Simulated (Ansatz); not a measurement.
# CH₂Al+ (triplet): wave-function methods side by side, cc-pVTZ

How much of the correlation energy of CH₂Al+ (triplet) does each wave-function method recover here?

The runs use Ansatz 0.2.0, Gaussian basis; cc-pVTZ, core rule «outside noble gas», up to 6 orbitals frozen.

To be run: UHF; CCSD(T) on ROHF; CCSD(T) on UHF; BCCD(T) on ROHF; CCSDT(Q) on ROHF; CCSDT(Q) on UHF.

10 further runs of the same task are left out: 5 for a known fault of the program, 5 set aside as unsound or not needed.

## 1. The geometry

The geometry is a PBE0/def2-TZVP stationary point (not a proven minimum) of the parent state, kept for this charge and spin.

4 atoms, charge 1, spin multiplicity 3.

Atoms are counted from 1 here; the program's logs count them from 0.

Bond lengths: Al1–C2 1.971 Å, C2–H3 1.094 Å, C2–H4 1.094 Å. Angles: Al1–C2–H3 125.0°, Al1–C2–H4 125.0°, H3–C2–H4 109.9°.

## 2. UHF

Input file in.yaml:

```yaml
crystal:
  periodic: [false, false, false]
  atoms:
    - {symbol: Al, position_ang: [0.000000, 0.000000, 0.704959]}
    - {symbol: C, position_ang: [0.000000, 0.000000, -1.265754]}
    - {symbol: H, position_ang: [0.000000, -0.896128, -1.894102]}
    - {symbol: H, position_ang: [0.000000, 0.896128, -1.894102]}
basis:
  gaussian: {orbitals: cc-pVTZ}
total_charge: 1
magnetization: {spin_polarized: true, initial_magnetization: 2}
hamiltonian: {xc: hf}
output: {orbitals: {seedname: orbitals}}
```

The run is started by

```
> ansatz run in.yaml --threads 1 --pin off --events-out ev --progress --plain --max-ram 2816MiB --backend cpu
```

After this run come: CCSD(T) on ROHF; CCSD(T) on UHF; BCCD(T) on ROHF; CCSDT(Q) on ROHF; CCSDT(Q) on UHF.

Before running them: what should the planned runs give, taken together? Wanted: UCCSDT(Q) below the RHF energy; RMP2 from UCCSDT(Q); UMP2 from UCCSDT(Q); RCCSD from UCCSDT(Q); RCCSD(T) from UCCSDT(Q); UCCSD(T) from UCCSDT(Q); RCCSDT(Q) from UCCSDT(Q); T1 diagnostic.

The runs gave:

| quantity | value |
| --- | --- |
| UCCSDT(Q) below the RHF energy | -5.6510 eV |
| RMP2 from UCCSDT(Q) | +19.36 kcal/mol |
| UMP2 from UCCSDT(Q) | +20.10 kcal/mol |
| RCCSD from UCCSDT(Q) | +5.52 kcal/mol |
| RCCSD(T) from UCCSDT(Q) | +0.78 kcal/mol |
| UCCSD(T) from UCCSDT(Q) | +0.77 kcal/mol |
| RCCSDT(Q) from UCCSDT(Q) | +0.06 kcal/mol |
| levels within 1 kcal/mol (43 meV) | RCCSD(T), UCCSD(T), BCCD(T), RCCSDT, UCCSDT, RCCSDT(Q) |
| T1 diagnostic | 0.030 |

In words: RCCSD(T) lands +0.78 kcal/mol from the yardstick (0.6 % of the correlation energy). These misses are within one basis, not against nature; the frozen cores of restricted and unrestricted runs differ, which can shift their rows.
